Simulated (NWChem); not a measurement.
Species: nitrogen dioxide (NO2, doublet); SMILES O=N[O]

```xyz
3

O     -1.0929     0.0000    -0.1385
N      0.0000     0.0000     0.3140
O      1.0929     0.0000    -0.1385
```
Atoms are numbered in this order, from 1.

Level: PBE0/def2-SVP, spin-unrestricted (NWChem), optimised geometry, unscaled harmonic frequencies. In the optimisation the excess spin sits in a1 (C2v, its own frame).

```tsv
frequency (cm⁻¹)	IR intensity (km/mol)
790	10.5
1492	1.1
1888	397.0
```

zero-point energy: 6.0 kcal/mol
thermal correction to the enthalpy at 298.15 K (with zero-point energy): 8.4 kcal/mol
heat capacity Cv: 6.7 cal/(mol K)
entropy at 298.15 K and 1 atm (symmetry number 2, electronic part: spin degeneracy alone): 57.2 cal/(mol K)
dipole moment: 0.34 D

Rigid rotor and harmonic oscillator.
